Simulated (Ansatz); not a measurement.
## Worked example: correlation energy of [GeH3···H···S], triplet

Geometry: a point of a hydrogen-transfer path between rigid fragments, not a stationary point.

```xyz
6

Ge   -0.9989    0.0000    0.0000
H    -1.5103    1.4466    0.0000
H    -1.5103   -0.7233    1.2528
H    -1.5103   -0.7233   -1.2528
H     0.8661    0.0000    0.0000
S     2.3781    0.0000    0.0000
```

Basis cc-pVDZ; Ansatz 0.2.0. Correlated methods freeze the noble-gas cores and the filled d shells of p-block atoms, which leaves 14 electrons in 46 orbitals. R marks a restricted (for open shells ROHF) determinant. No spin–orbit coupling is included, and no scalar relativity.

Full CI isn't at hand for all of this; RCCSDT(Q) serves as the reference, and is uncertain by about the last step of the cluster series.

Runs differ by some tens of microhartree through their thresholds and, for an open shell, their frozen cores, so steps under 0.03 kcal/mol mean nothing.

```
    level  total energy (hartree)
      RHF            -2475.094064
     RMP2            -2475.318407
    RCCSD            -2475.362997
 RCCSD(T)            -2475.368760
   RCCSDT            -2475.369822
RCCSDT(Q)            -2475.370144
```

Problem. What is the correlation energy at RCCSDT(Q), and what share of it do RMP2 and RCCSDT recover?

Solution. E(corr) = -2475.370144 − (-2475.094064) = -0.276080 hartree = -7.513 eV. RMP2: -0.224343 / -0.276080 = 81.26 %. RCCSDT: -0.275758 / -0.276080 = 99.88 %.

Problem. By how many kcal/mol does RCCSD(T) miss RCCSDT(Q) (1 hartree = 627.509 kcal/mol), and which steps make up the rest?

Solution. -2475.368760 − (-2475.370144) = 0.001384 hartree = 0.87 kcal/mol. Steps: RCCSDT − RCCSD(T) = -0.67, RCCSDT(Q) − RCCSDT = -0.20 kcal/mol. Differences between like states or geometries often cancel part of this.
